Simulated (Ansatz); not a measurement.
Coupled-cluster diagnostics for the cluster Li2S⁺, Ansatz.

Geometry of the doublet (r2SCAN-D4/def2-TZVP):

```xyz
3

Li    1.2055    1.8492    0.4729
Li   -1.2055   -1.8492   -0.4729
S     0.0000    0.0000    0.0000
```

Correlated methods freeze 5 core orbitals; core or outer-core shells of Li are correlated, in sets that lack core-valence functions. In the quartet geometry the species has come apart into loosely held pieces. The structure comes from a short search, and lower isomers may exist.

Geometry of the charge 1 quartet (r2SCAN-D4/def2-TZVP):

```xyz
3

Li    0.203    1.058   -2.846
Li   -0.232   -1.208    3.250
S     0.029    0.150   -0.404
```

(1) Estimate the CCSD(T) correlation energy, the shares of MP2 and (T), T1 and the reference's ⟨S²⟩ for: charge 1, doublet, own geometry in def2-TZVPP; charge 1, quartet, own geometry in def2-TZVPP; and the rough time on 4 threads of Arm Neoverse V1 on a shared host.

Results:

(1) 
| state | basis | correlation (eV) | MP2 share (%) | (T) share (%) | T1 | ⟨S²⟩ (pure) | wall time |
| --- | --- | --- | --- | --- | --- | --- | --- |
| charge 1, doublet, own geometry | def2-TZVPP | -6.792 | 85.1 | 2.7 | 0.007 | 0.76 (0.75) | 0.9 s |
| charge 1, quartet, own geometry | def2-TZVPP | -5.919 | 82.6 | 2.4 | 0.022 | 3.76 (3.75) | 0.9 s |
Customary marks for T1 are 0.02 (closed shells), 0.045 (open shells) and about 0.05 (3d metals). T1 exceeds 0.02 in 1 of 2 rows and 0.045 in 0; the higher it lies, the less the single-reference result can be trusted.
